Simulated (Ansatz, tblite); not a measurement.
# The cluster Li₄H+: one state, many levels

The task here is to estimate one member of a computed series from the others.

Program: Ansatz 0.2.0, Gaussian basis. Level of theory: as each input shows. These are calculated values, not measurements.

Levels to be run: GFN1-xTB, GFN2-xTB, PBE-D4/def2-TZVP, r2SCAN-D4/def2-TZVP, BHLYP-D4/def2-TZVP, B3LYP-D4/def2-TZVP, HF/def2-TZVP, HSE06-D4/def2-TZVP, CAM-B3LYP-D4/def2-TZVP, PBE-D4/def2-SVP, PBE0-D4/def2-SVP, HF/STO-3G, HF/6-31G, B3LYP-D4/6-31G, CCSD(T)/def2-TZVPP, MP2/def2-TZVP, RPA/def2-TZVP.

2 further runs of the same task are left out: 2 set aside as unsound or not needed.

### The relaxed structure

The singlet was relaxed beforehand with PBE0-D4/def2-TZVP. At that level it is the lowest of the isomers that a small search found.

5 atoms, charge 1, spin multiplicity 1.

Bond lengths: Li1–Li3 2.630 Å, Li1–Li4 2.634 Å, Li1–H5 1.801 Å, Li3–Li4 2.636 Å, Li3–H5 1.801 Å, Li4–H5 1.797 Å. Angles: Li3–Li1–Li4 60.1°, Li3–Li1–H5 43.1°, Li4–Li1–H5 42.9°, Li1–Li3–Li4 60.0°, Li1–Li3–H5 43.1°, Li4–Li3–H5 42.9°, Li1–Li4–Li3 59.9°, Li1–Li4–H5 43.0°, Li3–Li4–H5 43.0°, Li1–H5–Li3 93.8°, Li1–H5–Li4 94.1°, Li3–H5–Li4 94.2°.

The ion is computed in the gas phase, without counter-ions or solvent.

PBE0-D4/def2-TZVP was run before; its log isn't repeated, and its numbers join the tables.

Set-up of the first run:

Tight binding, by tblite at 300 K electronic temperature and without a spin-polarisation term:

```python
tblite.interface.Calculator('GFN1-xTB', numbers, positions, charge=1, uhf=0).singlepoint()
```

Tight binding, by tblite at 300 K electronic temperature and without a spin-polarisation term:

```python
tblite.interface.Calculator('GFN2-xTB', numbers, positions, charge=1, uhf=0).singlepoint()
```

start.molden holds the orbitals of an earlier run on this state, given as this run's starting guess.

Input file in.yaml:

```yaml
crystal:
  periodic: [false, false, false]
  atoms:
    - {symbol: Li, position_ang: [-0.101724, 1.456941, 0.553700]}
    - {symbol: Li, position_ang: [2.352005, -0.180203, -0.730494]}
    - {symbol: Li, position_ang: [-0.140326, -1.118154, 1.085476]}
    - {symbol: Li, position_ang: [-0.834394, -0.257816, -1.307092]}
    - {symbol: H, position_ang: [-1.275561, 0.099232, 0.398410]}
basis:
  gaussian: {orbitals: def2-TZVP, initial_orbitals: start.molden}
total_charge: 1
hamiltonian: {xc: pbe, dispersion: d4}
scf: {omitted_lower_state_checks: [starts]}
output: {forces: true, orbitals: {seedname: orbitals}}
```

Command:

```sh
ansatz run in.yaml --threads 4 --pin off --events-out ev --progress --plain --max-ram 3916MiB
```

Among the steps run: PBE-D4/def2-TZVP; r2SCAN-D4/def2-TZVP; BHLYP-D4/def2-TZVP; B3LYP-D4/def2-TZVP; HF/def2-TZVP; HSE06-D4/def2-TZVP; CAM-B3LYP-D4/def2-TZVP; PBE-D4/def2-SVP; PBE0-D4/def2-SVP; HF/STO-3G; HF/6-31G; B3LYP-D4/6-31G; CCSD(T)/def2-TZVPP; MP2/def2-TZVP; RPA/def2-TZVP.

One of the session's tables, all rows but one given; the rest of the session is left out.

It belongs to the step «Levels side by side». 

| level | HOMO (eV) | LUMO (eV) | gap (eV) |
| --- | --- | --- | --- |
| HF/STO-3G | -8.83 | -2.44 | 6.39 |
| HF/6-31G | -9.20 | -3.25 | 5.95 |
| HF/def2-TZVP | -9.28 | -3.31 | 5.96 |
| PBE-D4/def2-SVP | -7.28 | -5.75 | 1.52 |
| PBE-D4/def2-TZVP | -7.44 | -5.89 | 1.54 |
| r2SCAN-D4/def2-TZVP | -7.42 | -5.54 | 1.88 |
| B3LYP-D4/6-31G | -7.83 | -5.37 | 2.46 |
| B3LYP-D4/def2-TZVP | ? | ? | ? |
| PBE0-D4/def2-SVP | -7.90 | -5.14 | 2.75 |
| PBE0-D4/def2-TZVP | -8.06 | -5.31 | 2.75 |
| HSE06-D4/def2-TZVP | -7.68 | -5.64 | 2.04 |
| BHLYP-D4/def2-TZVP | -8.54 | -4.71 | 3.83 |
| CAM-B3LYP-D4/def2-TZVP | -8.96 | -4.53 | 4.42 |

Q: Estimate the row for B3LYP-D4/def2-TZVP from the others.

The run gave: HOMO (eV): -7.91; LUMO (eV): -5.45; gap (eV): 2.47. In the column «HOMO (eV)» it lies between PBE0-D4/def2-TZVP (-8.06) and PBE0-D4/def2-SVP (-7.90).
